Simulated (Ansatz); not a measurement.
## Basis-set limit of BSiH6, doublet

| atom | x (Å) | y (Å) | z (Å) |
| --- | --- | --- | --- |
| Si | -0.8739 | 0.0000 | 0.0000 |
| H | -1.3688 | 1.3997 | 0.0000 |
| H | -1.3688 | -0.6999 | 1.2122 |
| H | -1.3688 | -0.6999 | -1.2122 |
| H | 0.7021 | 0.0000 | 0.0000 |
| B | 2.1011 | 0.0000 | 0.0000 |
| H | 2.6101 | 0.0000 | 1.0770 |
| H | 2.6101 | 0.0000 | -1.0770 |

Ansatz 0.2.0, UHF determinant, valence electrons correlated. Energies in eV.

| set | X | functions | Hartree–Fock | MP2 correlation | CCSD(T) correlation | time |
| --- | --- | --- | --- | --- | --- | --- |
| def2-TZVPP | 3 | 157 | -8625.7060 | -6.7018 | -8.2064 | 9 s on 1 × NVIDIA H100 80GB HBM3 with 1 thread of AMD EPYC 7R13 Processor (Zen 3), with other jobs on the host |
| def2-QZVPP | 4 | 307 | -8626.0031 | -7.1235 | -8.5463 | 44 s on 1 × NVIDIA H100 80GB HBM3 with 1 thread of AMD EPYC 7R13 Processor (Zen 3) (shared host) |

Hartree–Fock is taken to follow E(X) = E∞ + A·exp(−7.88·√X), correlation E(X) = E∞ + B·X^−2.97.

Q: Work out the CCSD(T) energy at the limit, and how far the shortcut misses it that extrapolates MP2 and adds CCSD(T) minus MP2 from the smaller set.

A: Hartree–Fock: E∞ = E4 + 0.1377·(E4 − E3) = -8626.0440. Correlation: E∞ = E4 + 0.7407·(E4 − E3) = -8.7981 for CCSD(T) and -7.4359 for MP2. The limit is -8634.8421 eV, 0.293 eV below def2-QZVPP. The shortcut gives a correlation energy of -7.4359 + (-1.5046) = -8.9404, 142 meV lower than the direct value.

Past Ne part of the Hartree–Fock step between the two sets comes from the cores, which don't follow the formula, so the 41 meV that it adds to the total can overshoot; that part largely cancels in differences.
